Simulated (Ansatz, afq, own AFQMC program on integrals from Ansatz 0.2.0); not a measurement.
# Cr, septet in def2-SVP, levels against full CI

A free Cr atom.

Basis def2-SVP. Only valence electrons are correlated. Ansatz 0.2.0 and our own AFQMC program on the same integrals; the CISD trial comes from CCSD amplitudes, and released means the phaseless constraint is let go. Free projection: walkers drawn from exp(T), propagated without any constraint. Its projection time is finite, and what remains of the start isn't in its error. Error bars are statistical, one sigma. The metal's outer-core s and p shells are frozen, which shifts wave-function levels against functionals.

Determinant: UHF, the one that the program's search chose, which needn't be the lowest solution.

Full CI on the same integrals is exact in this basis and with this determinant's frozen core.

Cautions: no relativity below Rb; outer-core shells of the metal frozen; the ph-AFQMC/CISD walk drifts between its halves (2.2 errors).

```
T1 diagnostic                               : 0.0088
weight of the determinant in the CISD state : 0.978
⟨S²⟩ of the determinant                     : 12.000
size of the correlated space                : 6 electrons in 22 orbitals
```

Reference: full CI, correlation energy -1.659 eV. The released energy is read at 1.00 1/Eh, later times being too noisy (meV from the phaseless value at times in 1/Eh: -0.5 ± 1.0 at 0.24, -3.1 ± 1.2 at 0.50, -6.2 ± 1.8 at 1.00, -205 ± 203 at 1.50).

```csv
level,E − E(reference) (meV),share of correlation (%)
HF,1659.5,0.00
MP2,180.9,89.10
CCSD,41.5,97.50
CCSD(T),3.4,99.79
CCSDT,-2.1,100.13
CCSDT(Q),-0.3,100.02
CCSDTQ,-0.1,100.00
ph-AFQMC/HF,17.7 ± 11.7,98.93
ph-AFQMC/CISD,6.4 ± 1.2,99.61
released AFQMC,0.3 ± 1.8,99.98
free AFQMC,-0.5 ± 0.7,100.03
```

CCSDT and higher add their correlation energy to the determinant of the CCSD(T) run, since their own runs factorise the integrals more tightly (a shift of under 2 meV). Free projections are given only where their last times agree within the noise and don't stop above the reference; a slow remainder of the start can still hide under it. A walk keeps the symmetry of its determinant, which the program's search chose and which needn't be the lowest solution, so a lower state of the same spin and another symmetry isn't excluded. Released energies are given only where the last usable release times agree within the noise; a slower fall can still hide under it.
